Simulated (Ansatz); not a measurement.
# CH5AlO: the cost of one run

All numbers below are computed with Ansatz 0.2.0 (RKS B3LYP-D4/cc-pVDZ).

## Step 1: The structure to begin with

Bond lengths: C1–Al2 1.928 Å, Al2–O3 1.825 Å, C1–H4 1.164 Å, C1–H5 1.108 Å, C1–H6 1.159 Å, Al2–H7 1.616 Å, O3–H8 1.042 Å. Angles: C1–Al2–O3 119.1°, C1–Al2–H7 120.6°, O3–Al2–H7 120.4°, Al2–C1–H4 110.0°, Al2–C1–H5 112.7°, Al2–C1–H6 111.7°, H4–C1–H5 110.8°, H4–C1–H6 106.0°, H5–C1–H6 105.4°, Al2–O3–H8 102.2°.

Structure file:

```xyz
8

C    -0.7213    0.9168   -0.0351
Al    0.5450   -0.4891   -0.4073
O     0.4444   -2.0470    0.5383
H    -0.1590    1.8898    0.2674
H    -1.4594    0.6324    0.7407
H    -1.3484    1.1880   -0.9711
H     1.6972   -0.2829   -1.5209
H     1.0937   -1.8652    1.3322
```

## Step 2: Relaxing end A

input.yaml

```yaml
crystal:
  periodic: [false, false, false]
  atoms:
    - { symbol: C, position_ang: [-0.7213, 0.9168, -0.0351] }
    - { symbol: Al, position_ang: [0.545, -0.4891, -0.4073] }
    - { symbol: O, position_ang: [0.4444, -2.047, 0.5383] }
    - { symbol: H, position_ang: [-0.159, 1.8898, 0.2674] }
    - { symbol: H, position_ang: [-1.4594, 0.6324, 0.7407] }
    - { symbol: H, position_ang: [-1.3484, 1.188, -0.9711] }
    - { symbol: H, position_ang: [1.6972, -0.2829, -1.5209] }
    - { symbol: H, position_ang: [1.0937, -1.8652, 1.3322] }
basis:
  gaussian: { orbitals: cc-pVDZ }
hamiltonian:
  xc: b3lyp
  dispersion: d4
relax:
  f_tol: 0.015
  max_steps: 40
```

Run with:

```
> ansatz run input.yaml --threads 1 --pin off --max-ram 2048MiB --backend cpu --events-out ev --progress --plain --runs-dir out
```

What time and memory should one allow on 1 thread of Arm Neoverse V2, shared host?

About 45 s, with a peak of 0.14 GiB.
